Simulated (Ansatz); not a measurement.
Basis-set extrapolation for C5H6 (PBE0-D4/def2-TZVP geometry, frozen core, Ansatz). Multiplicity 1, RHF reference.

|  | def2-TZVPP | def2-QZVPP |
| --- | --- | --- |
| HF | -192.692464 | -192.701143 |
| MP2 correlation | -0.819434 | -0.869905 |
| CCSD(T) correlation | -0.886864 | not run |

Energies in hartree. Use E(X) = E(∞) + A·exp(−7.88·√X) for Hartree–Fock and E(X) = E(∞) + B·X^(−2.97) for correlation, with X = 3 and 4, and add CCSD(T) minus MP2 of the smaller set to the MP2 limit.

**Question.** What is the CCSD(T) energy at the basis-set limit?

**Answer.** HF limit: -192.701143 + (-0.008679) × 0.13774 = -192.70234. MP2 limit: -0.869905 + (-0.050471) × 0.74074 = -0.90729. Higher-order term: -0.886864 − (-0.819434) = -0.06743. Total: -193.67706 hartree, 256.6 kJ/mol below CCSD(T)/def2-TZVPP.
